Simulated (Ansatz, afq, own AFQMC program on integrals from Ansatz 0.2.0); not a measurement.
Where AFQMC and coupled cluster stand for AlBCl, doublet

```xyz
3

B     0.0000    1.7387   -3.6693
Al    0.0000   -0.7225   -0.4882
Cl    0.0000    0.0196    1.4905
```

Connectivity, by distances: B ··· Al–Cl.

Basis cc-pVDZ. Only valence electrons are correlated. Integrals, coupled cluster, full CI and functionals: Ansatz 0.2.0; the random walks run on the same integrals in our own AFQMC program. The CISD trial takes its coefficients from CCSD amplitudes. Released means that phaseless walkers are propagated on without the constraint, phases kept. Error bars are statistical, one sigma.

Determinant: UHF, the one that the program's search chose, which needn't be the lowest solution. The geometry is a point of a scan.

No full CI on the walks' own integrals is used here; CCSDT(Q) serves as the reference and is uncertain by about the last step of the cluster series.

* T1 diagnostic: 0.0143
* weight of the determinant in the CISD state: 0.830
* ⟨S²⟩ of the determinant: 0.761
* size of the correlated space: 13 electrons in 39 orbitals

| level | correlation energy (eV) |
| --- | --- |
| MP2 | -5.8730 |
| CCSD | -7.1213 |
| CCSD(T) | -7.2725 |

Problem. Estimate where phaseless AFQMC with the Hartree–Fock trial lies against CCSD(T) on the same integrals.

Solution. 10.72 ± 1.91 mEh above CCSD(T).

Reference: CCSDT(Q), correlation energy -7.311 eV. The released energy is read at 1.62 1/Eh, later times being too noisy (meV from the phaseless value at times in 1/Eh: -6 ± 13 at 0.24, -10 ± 14 at 0.51, 11 ± 16 at 0.99, 7 ± 18 at 1.62, -20 ± 38 at 2.40).

```csv
level,E − E(reference) (mEh),share of correlation (%)
CCSD(T),1.41,99.47
CCSDT,0.47,99.83
ph-AFQMC/HF,12.13 ± 1.91,95.48
ph-AFQMC/CISD,0.76 ± 0.62,99.72
released AFQMC,1.01 ± 0.66,99.62
```

A walk keeps the symmetry of its determinant, which the program's search chose and which needn't be the lowest solution, so a lower state of the same spin and another symmetry isn't excluded. Released energies are given only where the last usable release times agree within the noise; a slower fall can still hide under it.
